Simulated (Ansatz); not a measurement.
# ClF₃ (singlet): from Hartree-Fock to the top rungs, cc-pV(T+d)Z

An exercise on one series of results from a longer session: the logs are not shown, and one member is left open.

Method: cc-pV(T+d)Z, core rule «outside noble gas», up to 8 orbitals frozen; program: Ansatz 0.2.0, Gaussian basis.

The runs, in order: UHF; CCSD(T) on RHF; BCCD(T) on RHF; CASSCF and NEVPT2, 20 electrons in 12 orbitals.

20 further runs of the same task are left out: 3 that didn't finish, 17 set aside as unsound or not needed.

## What is computed

The geometry is an MP2(full)/6-31G* stationary point (not a proven minimum).

4 atoms, charge 0, spin multiplicity 1.

Atoms are counted from 1 here; the program's logs count them from 0.

Bond lengths: Cl1–F2 1.635 Å, Cl1–F3 1.718 Å, Cl1–F4 1.718 Å. Angles: F2–Cl1–F3 86.5°, F2–Cl1–F4 86.5°, F3–Cl1–F4 173.1°.

The first run:

Contents of in.yaml:

```yaml
crystal:
  periodic: [false, false, false]
  atoms:
    - {symbol: Cl, position_ang: [0.000000, 0.000000, 0.378560]}
    - {symbol: F, position_ang: [0.000000, 0.000000, -1.256582]}
    - {symbol: F, position_ang: [0.000000, 1.714544, 0.275074]}
    - {symbol: F, position_ang: [0.000000, -1.714544, 0.275074]}
basis:
  gaussian: {orbitals: "cc-pV(T+d)Z.json"}
magnetization: {spin_polarized: true, initial_magnetization: 0}
hamiltonian: {xc: hf}
output: {orbitals: {seedname: orbitals}}
```

Command:

```sh
> ansatz run in.yaml --threads 1 --pin off --events-out ev --progress --plain --max-ram 4096MiB --backend cpu
```

Among the steps run: UHF; CCSD(T) on RHF; BCCD(T) on RHF; CASSCF and NEVPT2, 20 electrons in 12 orbitals.

One table of the session follows, with a row left open; its other results are not shown here.

It belongs to the step «Misses and costs». 

| method | from RCCSD(T) (meV) |
| --- | --- |
| RHF | +28505.5 |
| RMP2 | +1129.2 |
| RCCSD | ? |
| RCCSD(T) | 0 |
| BCCD(T) | -18.0 |
| CASSCF valence | +26275.1 |
| NEVPT2 valence | +2161.4 |

Q: Estimate the row for RCCSD from the others.

**Answer.** from RCCSD(T) (meV): +1099.3. In the column «from RCCSD(T) (meV)» it lies between RCCSD(T) (0) and RMP2 (+1129.2).

With the free atoms at the same levels and basis (separate runs), the atomisation energy is 4.692 eV at RCCSD(T), -1.160 eV at RHF.
